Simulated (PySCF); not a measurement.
Vertical excitation energies

Species: C4H7N.
SMILES: `[C-]#[N+]CCC`

Method used: TDDFT B3LYP/def2-SVPD, vertical, gas phase, core orbitals frozen in the response in PySCF. Geometry: PBE0-D3(BJ)/def2-SVP, one conformer, isolated molecule. Torsions of this conformer, `[C-:1]#[N+:2][CH2:3][CH2:4][CH3:5]`: N2–C3–C4–C5 -61°.

| state | E (eV) | E (kJ/mol) | λ (nm) | f | main configurations (H = HOMO, L = LUMO) |
| --- | --- | --- | --- | --- | --- |
| S1 | 7.64 | 738 | 162.2 | 0.022 | H→L (98%) |
| S2 | 7.78 | 751 | 159.4 | 0.0019 | H-1→L+1 (25%), H-1→L (24%), H-2→L (19%) |
| S3 | 7.88 | 760 | 157.3 | 0.053 | H→L+1 (97%) |
| S4 | 7.98 | 770 | 155.4 | 0.0065 | H-2→L (34%), H-1→L+1 (29%), H-2→L+2 (14%) |
| S5 | 8.00 | 772 | 154.9 | 0.0090 | H-2→L+1 (45%), H-1→L (18%), H-1→L+1 (17%) |
| S6 | 8.18 | 789 | 151.6 | 0.048 | H→L+2 (94%) |
| S7 | 8.54 | 824 | 145.2 | 0.034 | H-1→L (42%), H-1→L+2 (32%), H-1→L+1 (8%) |
| S8 | 8.59 | 829 | 144.4 | 0.015 | H-2→L+2 (51%), H-2→L (34%) |
| S9 | 8.69 | 839 | 142.6 | 0.0021 | H→L+3 (96%) |
| S10 | 8.96 | 864 | 138.4 | 0.013 | H-3→L (82%), H→L+4 (14%) |

Triplets (Tamm–Dancoff): T1 5.77 eV, H→L (35%), H→L+2 (32%), H→L+1 (20%); T2 5.81 eV, H→L+1 (64%), H→L+2 (21%); T3 6.65 eV, H-2→L+1 (30%), H-1→L+2 (18%), H-1→L+1 (12%); T4 7.11 eV, H-2→L+1 (26%), H-1→L+2 (20%), H-1→L (15%).

The lowest singlet lies at 7.64 eV (162 nm, vacuum ultraviolet) and is weak; its leading configuration is HOMO→LUMO (98%). The strongest level in the table is S3 at 7.88 eV (157 nm, f = 0.053). Löwdin shares by element: HOMO carbon 82% or more, nitrogen 15%; LUMO carbon 44% or more, nitrogen 11% (atoms not listed hold the other 45%). The listed states span 1.31 eV, and the widest gap between neighbours is 0.36 eV (S6 to S7). Weighted by f, the mean energy of these states is 8.17 eV. The oscillator strengths of these states sum to 0.203; summed over the whole spectrum of an exact calculation they would give the number of electrons, 38 (Thomas–Reiche–Kuhn). No computed singlet lies in the visible range (380 to 750 nm); the lowest, at 162 nm, stands 4.38 eV above its violet end (3.26 eV). The vertical ionisation energy (ΔSCF) is 11.04 eV, 2.08 eV above S10. The window holds the lowest 10 singlets.
